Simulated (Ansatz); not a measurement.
# C2H6N2: the cost of one run

Program: Ansatz 0.2.0. Level of theory: RKS PBE/def2-SVP. These are calculated values, not measurements.

1 further run of the same task is left out (it didn't finish).

## (1) The structure to begin with

Bond lengths: N1–C2 1.251 Å, C2–C3 1.485 Å, C3–N4 1.548 Å, N1–H5 1.086 Å, C2–H6 1.092 Å, C3–H7 1.115 Å, C3–H8 1.083 Å, N4–H9 1.057 Å, N4–H10 1.010 Å. Angles: N1–C2–C3 120.4°, N1–C2–H6 122.3°, C3–C2–H6 117.3°, C2–N1–H5 109.2°, C2–C3–N4 112.7°, C2–C3–H7 111.1°, C2–C3–H8 112.4°, N4–C3–H7 106.3°, N4–C3–H8 106.4°, H7–C3–H8 107.6°, C3–N4–H9 101.5°, C3–N4–H10 101.1°, H9–N4–H10 102.6°.

Coordinates:

```xyz
10

N    -0.9425    0.9399   -0.7074
C    -0.9127   -0.0727    0.0274
C     0.3849   -0.6571    0.4507
N     1.6009    0.1405   -0.0806
H    -1.9758    1.2031   -0.9109
H    -1.8213   -0.5670    0.3765
H     0.4782   -0.6653    1.5617
H     0.5113   -1.6748    0.1034
H     1.3714    1.1178    0.2489
H     1.3888    0.1845   -1.0666
```

## (2) End point A

input.yaml reads:

```yaml
crystal:
  periodic: [false, false, false]
  atoms:
    - { symbol: "N", position_ang: [-0.9425, 0.9399, -0.7074] }
    - { symbol: C, position_ang: [-0.9127, -0.0727, 0.0274] }
    - { symbol: C, position_ang: [0.3849, -0.6571, 0.4507] }
    - { symbol: "N", position_ang: [1.6009, 0.1405, -0.0806] }
    - { symbol: H, position_ang: [-1.9758, 1.2031, -0.9109] }
    - { symbol: H, position_ang: [-1.8213, -0.567, 0.3765] }
    - { symbol: H, position_ang: [0.4782, -0.6653, 1.5617] }
    - { symbol: H, position_ang: [0.5113, -1.6748, 0.1034] }
    - { symbol: H, position_ang: [1.3714, 1.1178, 0.2489] }
    - { symbol: H, position_ang: [1.3888, 0.1845, -1.0666] }
basis:
  gaussian: { orbitals: def2-SVP }
hamiltonian:
  xc: pbe
relax:
  f_tol: 0.015
  max_steps: 40
```

Started as:

```
$ ansatz run input.yaml --threads 1 --pin off --max-ram 2048MiB --backend cpu --events-out ev --progress --plain --runs-dir out
```

**Question.** How long does this run take on 1 thread of Intel Xeon at 2.50GHz (Skylake/Cascade Lake), shared host, and how much memory does it need?

About 33 s, with a peak of 0.17 GiB.
